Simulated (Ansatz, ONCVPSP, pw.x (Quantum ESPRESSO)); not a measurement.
# What a changed setting does to a pw.x run (bcc Mg)

Potential: optimised norm-conserving Vanderbilt (ONCV), ONCVPSP 4.0.1.1 (patched build), LDA (Perdew-Wang 92); core [Ne], reference 3s2; waves: 3s: rc 2.75 bohr, ncon 4, nbas 7, qcut 2.4 1/bohr, 1 projector; p scattering state at 0.46 Ha: rc 2.75 bohr, ncon 4, nbas 7, qcut 3.6 1/bohr, 2 projectors, debl 2.7 Ha; d scattering state at 0.39 Ha: rc 2.75 bohr, ncon 4, nbas 7, qcut 3.9 1/bohr, 2 projectors, debl 3.3 Ha; local part: polynomial inside 1.80 bohr (lpopt 5, dvloc0 6 Ha); core correction: polynomial model core, fcfact 0.55. In the p channel the program set the typed energies aside and used 0.050, 2.750 Ha.

The reference run (k-mesh 13³, cutoffs 50/200 Ry, Fermi–Dirac 0.01 Ry, mixing_beta 0.4, conv_thr 1e-9, no spin) gives -0.34 GPa at 21.577 Å³/atom, where all-electron LAPW gives 0.17 GPa. This run, with its own iteration cap, changes electron_maxstep to 2, a wrong or extreme entry chosen on purpose.

```
&control
  calculation='scf', prefix='x', pseudo_dir='./', outdir='./tmp', tstress=.true., disk_io='none'
/
&system
  ibrav=0, nat=1, ntyp=1, ecutwfc=50, ecutrho=200, nbnd=8,
  occupations='smearing', smearing='fd', degauss=0.01
/
&electrons
  conv_thr=1e-09, mixing_beta=0.4, electron_maxstep=2
/
ATOMIC_SPECIES
Mg 1.0 Mg.UPF
CELL_PARAMETERS angstrom
  -1.75378771 1.75378771 1.75378771
  1.75378771 -1.75378771 1.75378771
  1.75378771 1.75378771 -1.75378771
ATOMIC_POSITIONS crystal
Mg 0.0000 0.0000 0.0000
K_POINTS automatic
13 13 13 0 0 0
```

```bash
pw.x < Mg.scf.in > Mg.scf.out
```

**Question.** How does the run end?

**Answer.** It does not reach self-consistency within its iteration cap.

```
Message from routine setup:
     using ibrav=0 with symmetry is DISCOURAGED, use correct ibrav instead
     lattice parameter (alat)  =       5.7403  a.u.
     unit-cell volume          =     145.6088 (a.u.)^3
     number of electrons       =         2.00
     number of Kohn-Sham states=            8
     kinetic-energy cutoff     =      50.0000  Ry
     charge density cutoff     =     200.0000  Ry
     scf convergence threshold =      1.0E-09
     Exchange-correlation= SLA  PW   NOGX NOGC
     number of k points=    84  Fermi-Dirac smearing, width (Ry)=  0.0100
     iteration #  1     ecut=    50.00 Ry     beta= 0.40
     total energy              =      -3.10757013 Ry
     estimated scf accuracy    <       0.00430321 Ry
     iteration #  2     ecut=    50.00 Ry     beta= 0.40
     total energy              =      -3.10696699 Ry
     estimated scf accuracy    <       0.00143196 Ry
     convergence NOT achieved after   2 iterations: stopping
     Message from routine punch:
     Nothing written, as per user request (disk_io='none')
```

The run took about 4.5 s on one core of a shared host (Neoverse-N1, 64 threads, 124 GiB, load 53).
